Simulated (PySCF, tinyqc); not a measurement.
Worked calculation: CIS on RHF in the sto-6g basis, for LiH, spin multiplicity 1. The lowest restricted solution is unstable here: a spin-polarised one lies 0.0010 hartree lower (PySCF). Computed by tinyqc, a small Python program that keeps every step (integrals from PySCF). Settings: charge = 0, multiplicity = 1, basis = sto-6g, method = RHF, energy threshold = 1e-10, iteration cap = 50, orthogonalisation = symmetric, start = Wolfsberg-Helmholz matrix, DIIS depth = 6. Command: `OMP_NUM_THREADS=1 python tinyqc.py 26595 26596 out.jsonl` (the two numbers bound the seeds that draw the settings). One thread of a shared host (Intel(R) Xeon(R) Processor @ 2.60GHz), about 0.08 s of CPU time with the checks. The early iterations of the SCF are left out here.

## One-electron integrals

Geometry (angstrom):
```
atom       x       y       z
Li    0.0000  0.0000  0.0000
H     0.0000  0.0000  2.1130
```

Basis sto-6g: exponents (1/bohr^2) and contraction coefficients of normalised primitives:
```
element  l (shell)  exponent  coefficient
Li           s (1)  167.1758       0.0092
Li           s (1)   30.6515       0.0494
Li           s (1)    8.5752       0.1685
Li           s (1)    2.9458       0.3706
Li           s (1)    1.1439       0.4165
Li           s (1)    0.4711       0.1303
Li           s (2)    6.5976      -0.0133
Li           s (2)    1.3058      -0.0470
Li           s (2)    0.4059      -0.0338
Li           s (2)    0.1561       0.2502
Li           s (2)    0.0678       0.5951
Li           s (2)    0.0311       0.2407
Li           p (3)    6.5976       0.0038
Li           p (3)    1.3058       0.0377
Li           p (3)    0.4059       0.1739
Li           p (3)    0.1561       0.4180
Li           p (3)    0.0678       0.4259
Li           p (3)    0.0311       0.1017
H            s (1)   35.5232       0.0092
H            s (1)    6.5131       0.0494
H            s (1)    1.8221       0.1685
H            s (1)    0.6260       0.3706
H            s (1)    0.2431       0.4165
H            s (1)    0.1001       0.1303
```

Overlap, kinetic and nuclear-attraction integrals over the contracted functions; the nuclear repulsion is the sum of Za Zb / Rab.

nuclear repulsion = 0.751316 hartree

overlap S, lower triangle:
```
         1Li 1s  1Li 2s  1Li 2px  1Li 2py  1Li 2pz   2H 1s
1Li 1s   1.0000
1Li 2s   0.2357  1.0000
1Li 2px  0.0000  0.0000   1.0000
1Li 2py  0.0000  0.0000   0.0000   1.0000
1Li 2pz  0.0000  0.0000   0.0000   0.0000   1.0000
2H 1s    0.0223  0.2765   0.0000   0.0000   0.3917  1.0000
```

kinetic energy T (hartree), lower triangle:
```
          1Li 1s  1Li 2s  1Li 2px  1Li 2py  1Li 2pz   2H 1s
1Li 1s    3.6167
1Li 2s   -0.1107  0.1065
1Li 2px   0.0000  0.0000   0.3200
1Li 2py   0.0000  0.0000   0.0000   0.3200
1Li 2pz   0.0000  0.0000   0.0000   0.0000   0.3200
2H 1s    -0.0086  0.0155   0.0000   0.0000   0.0581  0.7685
```

nuclear attraction V (hartree), lower triangle:
```
          1Li 1s   1Li 2s  1Li 2px  1Li 2py  1Li 2pz    2H 1s
1Li 1s   -8.3176
1Li 2s   -0.8874  -1.4392
1Li 2px   0.0000   0.0000  -1.4156
1Li 2py   0.0000   0.0000   0.0000  -1.4156
1Li 2pz  -0.0098  -0.0925   0.0000   0.0000  -1.4862
2H 1s    -0.0876  -0.4413   0.0000   0.0000  -0.6336  -1.9907
```

core Hamiltonian H = T + V (hartree), lower triangle:
```
          1Li 1s   1Li 2s  1Li 2px  1Li 2py  1Li 2pz    2H 1s
1Li 1s   -4.7008
1Li 2s   -0.9981  -1.3327
1Li 2px   0.0000   0.0000  -1.0956
1Li 2py   0.0000   0.0000   0.0000  -1.0956
1Li 2pz  -0.0098  -0.0925   0.0000   0.0000  -1.1662
2H 1s    -0.0962  -0.4259   0.0000   0.0000  -0.5754  -1.2221
```

## Two-electron integrals

Functions are numbered as in S; the eight-fold symmetry (ij|kl) = (ji|kl) = (kl|ij) leaves the list below.

Two-electron integrals (ij|kl) in chemists' order, unique and non-zero (hartree):
```
(11|11) 1.6812     (21|11) 0.2426     (21|21) 0.0445     (22|11) 0.3972
(22|21) 0.0903     (22|22) 0.2906     (31|31) 0.0094     (32|31) 0.0143
(32|32) 0.0642     (33|11) 0.3972     (33|21) 0.0903     (33|22) 0.2906
(33|33) 0.3131     (41|41) 0.0094     (42|41) 0.0143     (42|42) 0.0642
(43|43) 0.0169     (44|11) 0.3972     (44|21) 0.0903     (44|22) 0.2906
(44|33) 0.2794     (44|44) 0.3131     (51|51) 0.0094     (52|51) 0.0143
(52|52) 0.0642     (53|53) 0.0169     (54|54) 0.0169     (55|11) 0.3972
(55|21) 0.0903     (55|22) 0.2906     (55|33) 0.2794     (55|44) 0.2794
(55|55) 0.3131     (61|11) 0.0224     (61|21) 0.0041     (61|22) 0.0084
(61|33) 0.0083     (61|44) 0.0083     (61|51) 0.0005     (61|52) 0.0011
(61|55) 0.0086     (61|61) 4.10e-04   (62|11) 0.0855     (62|21) 0.0199
(62|22) 0.0720     (62|33) 0.0679     (62|44) 0.0679     (62|51) 0.0032
(62|52) 0.0223     (62|55) 0.0802     (62|61) 0.0022     (62|62) 0.0345
(63|31) 0.0013     (63|32) 0.0068     (63|53) 0.0030     (63|63) 0.0019
(64|41) 0.0013     (64|42) 0.0068     (64|54) 0.0030     (64|64) 0.0019
(65|11) 0.1145     (65|21) 0.0268     (65|22) 0.0997     (65|33) 0.0929
(65|44) 0.0929     (65|51) 0.0050     (65|52) 0.0346     (65|55) 0.1134
(65|61) 0.0031     (65|62) 0.0517     (65|65) 0.0780     (66|11) 0.2503
(66|21) 0.0590     (66|22) 0.2350     (66|33) 0.2151     (66|44) 0.2151
(66|51) 0.0097     (66|52) 0.0856     (66|55) 0.2746     (66|61) 0.0068
(66|62) 0.1481     (66|65) 0.2285     (66|66) 0.7750
```

## Orthogonalisation

S = U s U^T; symmetric (Loewdin) form X = U s^(-1/2) U^T, so that X^T S X = 1.

eigenvalues of S: 0.5047  0.8093  1.0000  1.0000  1.1774  1.5086

X, lower triangle:
```
          1Li 1s   1Li 2s  1Li 2px  1Li 2py  1Li 2pz   2H 1s
1Li 1s    1.0223
1Li 2s   -0.1266   1.0583
1Li 2px   0.0000   0.0000   1.0000
1Li 2py   0.0000   0.0000   0.0000   1.0000
1Li 2pz  -0.0061   0.0504   0.0000   0.0000   1.0696
2H 1s     0.0172  -0.1665   0.0000   0.0000  -0.2306  1.1048
```

## Starting guess

The start is the generalised Wolfsberg-Helmholz matrix (K = 1.75) built on H; D = 2 C_occ C_occ^T.

D at the start, lower triangle:
```
          1Li 1s  1Li 2s  1Li 2px  1Li 2py  1Li 2pz   2H 1s
1Li 1s    1.9777
1Li 2s    0.0257  0.1681
1Li 2px   0.0000  0.0000   0.0000
1Li 2py   0.0000  0.0000   0.0000   0.0000
1Li 2pz  -0.0858  0.2666   0.0000   0.0000   0.4311
2H 1s    -0.1295  0.3556   0.0000   0.0000   0.5758  0.7692
```

## Iteration 9 (converged): orbitals

converged F (hartree), lower triangle:
```
          1Li 1s   1Li 2s  1Li 2px  1Li 2py  1Li 2pz    2H 1s
1Li 1s   -2.4034
1Li 2s   -0.6200  -0.1924
1Li 2px   0.0000   0.0000   0.1592
1Li 2py   0.0000   0.0000   0.0000   0.1592
1Li 2pz   0.0135  -0.0660   0.0000   0.0000   0.0500
2H 1s    -0.0600  -0.2009   0.0000   0.0000  -0.1985  -0.0862
```

Diagonalise F' = X^T F X, C = X C', fill 2 alpha and 2 beta electrons from the bottom; D = 2 C_occ C_occ^T. Each column has its largest component positive (the first on a tie).

F' = X^T F X (hartree), lower triangle:
```
         1        2       3       4        5       6
1  -2.3560
2  -0.3400  -0.0258
3   0.0000   0.0000  0.1592
4   0.0000   0.0000  0.0000  0.1592
5   0.0118   0.0051  0.0000  0.0000   0.1476
6   0.0167  -0.2035  0.0000  0.0000  -0.2402  0.0626
```

orbital energies (hartree): MO1 -2.4047, MO2 -0.2406, MO3 0.0714, MO4 0.1592, MO5 0.1592, MO6 0.4022

coefficients C:
```
             MO1      MO2      MO3     MO4      MO5      MO6
1Li 1s    0.9941  -0.1395  -0.2047  0.0000   0.0000   0.1090
1Li 2s    0.0238   0.4858   0.8013  0.0000   0.0000  -0.5363
1Li 2px   0.0000   0.0000   0.0000  0.7522  -0.6590   0.0000
1Li 2py   0.0000   0.0000   0.0000  0.6590   0.7522   0.0000
1Li 2pz  -0.0047   0.3308  -0.5929  0.0000   0.0000  -0.8595
2H 1s    -0.0005   0.5966  -0.1899  0.0000   0.0000   0.9538
```

D after iteration 9, lower triangle:
```
          1Li 1s  1Li 2s  1Li 2px  1Li 2py  1Li 2pz   2H 1s
1Li 1s    2.0155
1Li 2s   -0.0882  0.4731
1Li 2px   0.0000  0.0000   0.0000
1Li 2py   0.0000  0.0000   0.0000   0.0000
1Li 2pz  -0.1016  0.3212   0.0000   0.0000   0.2189
2H 1s    -0.1675  0.5796   0.0000   0.0000   0.3947  0.7118
```

Within a degenerate level the vectors are fixed only up to a rotation; this is one choice.

## Convergence

Stop when the energy changes by less than 1e-10 hartree and every element of the error matrix X^T (F D S - S D F) X is below 3e-06.

Course of the cycle:
```
iteration  E (hartree)     change  largest element of the error matrix
1            -7.892190          -                             5.64e-02
2            -7.902528  -1.03e-02                             2.44e-02
3            -7.906554  -4.03e-03                             1.19e-02
4            -7.907643  -1.09e-03                             1.52e-03
5            -7.907645  -2.26e-06                             8.85e-04
6            -7.907646  -1.42e-06                             1.69e-04
7            -7.907646  -5.28e-08                             1.45e-05
8            -7.907646  -3.85e-10                             5.49e-09
9            -7.907646   1.78e-15                             4.99e-10
```

PySCF RHF in the same basis = -7.907646 hartree

Converged in 9 iterations.

## Populations, bond orders and dipole

Mulliken: Z minus the diagonal of D S on the atom; Loewdin: the same with S^(1/2) D S^(1/2); Mayer order: 2 sum_s sum (D(s) S)_ij (D(s) S)_ji over the two atoms.

Charges (e):
```
atom  Mulliken  Loewdin
1Li     0.0229   0.0196
2H     -0.0229  -0.0196
```

Mayer bond orders:
```
pair   order
2-1   0.9995
```

dipole moment about the origin, x y z (debye): 0.0000  0.0000  -5.1559

## Integrals over molecular orbitals

(pq|rs) = sum C_ip C_jq C_kr C_ls (ij|kl), one index at a time.

one-electron integrals over orbitals h = C^T H C (hartree), lower triangle:
```
         1        2        3        4        5        6
1  -4.6935
2   0.0951  -1.3201
3   0.1646   0.0116  -1.1011
4   0.0000   0.0000   0.0000  -1.0956
5   0.0000   0.0000   0.0000   0.0000  -1.0956
6  -0.0558   0.0398   0.0245   0.0000   0.0000  -1.0201
```

Two-electron integrals over orbitals (pq|rs), unique and non-zero (hartree):
```
(11|11) 1.6653    (21|11) -0.0981   (21|21) 0.0103    (22|11) 0.3169
(22|21) 0.0030    (22|22) 0.4559    (31|11) -0.1447   (31|21) 0.0110
(31|22) -0.0112   (31|31) 0.0233    (32|11) 0.0282    (32|21) -0.0026
(32|22) -0.0570   (32|31) -0.0005   (32|32) 0.0194    (33|11) 0.3958
(33|21) -0.0090   (33|22) 0.2118    (33|31) 0.0008    (33|32) 0.0139
(33|33) 0.3308    (41|41) 0.0100    (42|41) 0.0071    (42|42) 0.0208
(43|41) 0.0104    (43|42) 0.0200    (43|43) 0.0417    (44|11) 0.3970
(44|21) -0.0033   (44|22) 0.2459    (44|31) -0.0048   (44|32) 0.0130
(44|33) 0.2805    (44|44) 0.3131    (51|51) 0.0100    (52|51) 0.0071
(52|52) 0.0208    (53|51) 0.0104    (53|52) 0.0200    (53|53) 0.0417
(54|54) 0.0169    (55|11) 0.3970    (55|21) -0.0033   (55|22) 0.2459
(55|31) -0.0048   (55|32) 0.0130    (55|33) 0.2805    (55|44) 0.2794
(55|55) 0.3131    (61|11) 0.0722    (61|21) -0.0097   (61|22) -0.0074
(61|31) -0.0052   (61|32) 0.0027    (61|33) 0.0120    (61|44) 0.0015
(61|55) 0.0015    (61|61) 0.0116    (62|11) -0.0802   (62|21) 0.0016
(62|22) 0.1109    (62|31) 0.0041    (62|32) -0.0426   (62|33) -0.0202
(62|44) -0.0364   (62|55) -0.0364   (62|61) 0.0008    (62|62) 0.1318
(63|11) 0.0199    (63|21) -0.0020   (63|22) -0.0561   (63|31) 0.0042
(63|32) 0.0154    (63|33) 0.0365    (63|44) 0.0071    (63|55) 0.0071
(63|61) 0.0042    (63|62) -0.0374   (63|63) 0.0294    (64|41) -0.0059
(64|42) -0.0185   (64|43) -0.0123   (64|64) 0.0195    (65|51) -0.0059
(65|52) -0.0185   (65|53) -0.0123   (65|65) 0.0195    (66|11) 0.3561
(66|21) 0.0010    (66|22) 0.4268    (66|31) -0.0108   (66|32) -0.0468
(66|33) 0.2381    (66|44) 0.2598    (66|55) 0.2598    (66|61) -0.0051
(66|62) 0.1002    (66|63) -0.0450   (66|66) 0.4223
```

## CIS matrix, singlets

A(ia,jb) = (e_a - e_i) d_ij d_ab + 2 (ia|jb) - (ij|ab).

CIS matrix A, singlet (hartree), lower triangle:
```
         1>3     1>4     1>5     1>6      2>3     2>4     2>5     2>6
1>3   2.1268
1>4   0.0000  2.1871
1>5   0.0000  0.0000  2.1871
1>6  -0.0304  0.0000  0.0000  2.4741
2>3   0.0079  0.0000  0.0000  0.0074   0.1390
2>4   0.0000  0.0175  0.0000  0.0000   0.0000  0.1956
2>5   0.0000  0.0000  0.0175  0.0000   0.0000  0.0000  0.1956
2>6   0.0103  0.0000  0.0000  0.0005  -0.0292  0.0000  0.0000  0.4797
```

## CIS singlet states

dipole integrals <i|r|a> (bohr):
```
           x       y        z
1>3   0.0000  0.0000  -0.1290
1>4   0.1486  0.1302   0.0000
1>5  -0.1302  0.1486   0.0000
1>6   0.0000  0.0000  -0.1387
2>3   0.0000  0.0000  -0.7209
2>4   0.7378  0.6464   0.0000
2>5  -0.6464  0.7378   0.0000
2>6   0.0000  0.0000   1.0803
```

Diagonalise A (1 hartree = 27.211386 eV); each vector has its largest component positive (the first on a tie). The transition dipole is mu = sqrt2 sum c_ia <i|r|a>.

singlet excitation energies (eV): 3.7146  5.3182  5.3182  13.1196  57.8047  59.5173  59.5173  67.3954

lowest vectors:
```
     state 1  state 2  state 3  state 4  state 5  state 6
1>3  -0.0044   0.0000   0.0000  -0.0058   0.9962   0.0000
1>4   0.0000   0.0020  -0.0086   0.0000   0.0000   0.7926
1>5   0.0000  -0.0086  -0.0020   0.0000   0.0000   0.6097
1>6  -0.0032   0.0000   0.0000   0.0000   0.0863   0.0000
2>3   0.9964   0.0000   0.0000  -0.0848   0.0042   0.0000
2>4   0.0000  -0.2277   0.9737   0.0000   0.0000   0.0070
2>5   0.0000   0.9737   0.2277   0.0000   0.0000   0.0054
2>6   0.0848   0.0000   0.0000   0.9964   0.0062   0.0000
```

oscillator strengths 2/3 w |mu|^2: 0.0712  0.2499  0.2499  0.8330  0.0530  0.1241

Within a degenerate level the vectors are fixed only up to a rotation; this is one choice.

## CIS matrix, triplets

A(ia,jb) = (e_a - e_i) d_ij d_ab - (ij|ab).

CIS matrix A, triplet (hartree), lower triangle:
```
         1>3     1>4     1>5      1>6     2>3     2>4     2>5     2>6
1>3   2.0803
1>4   0.0000  2.1670
1>5   0.0000  0.0000  2.1670
1>6  -0.0199  0.0000  0.0000   2.4509
2>3   0.0090  0.0000  0.0000   0.0020  0.1002
2>4   0.0000  0.0033  0.0000   0.0000  0.0000  0.1540
2>5   0.0000  0.0000  0.0033   0.0000  0.0000  0.0000  0.1540
2>6   0.0020  0.0000  0.0000  -0.0010  0.0561  0.0000  0.0000  0.2160
```

## CIS triplet states

Diagonalise A (1 hartree = 27.211386 eV); each vector has its largest component positive (the first on a tie).

triplet excitation energies (eV): 2.1067  4.1897  4.1897  6.4969  56.5793  58.9670  58.9670  66.7211

lowest vectors:
```
     state 1  state 2  state 3  state 4  state 5  state 6
1>3  -0.0038   0.0000   0.0000  -0.0029   0.9986   0.0000
1>4   0.0000   0.0009  -0.0014   0.0000   0.0000  -0.4889
1>5   0.0000  -0.0014  -0.0009   0.0000   0.0000   0.8723
1>6  -0.0010   0.0000   0.0000   0.0001   0.0536   0.0000
2>3   0.9269   0.0000   0.0000   0.3753   0.0046   0.0000
2>4   0.0000  -0.5356   0.8444   0.0000   0.0000  -0.0008
2>5   0.0000   0.8444   0.5356   0.0000   0.0000   0.0014
2>6  -0.3753   0.0000   0.0000   0.9269   0.0012   0.0000
```

Within a degenerate level the vectors are fixed only up to a rotation; this is one choice.
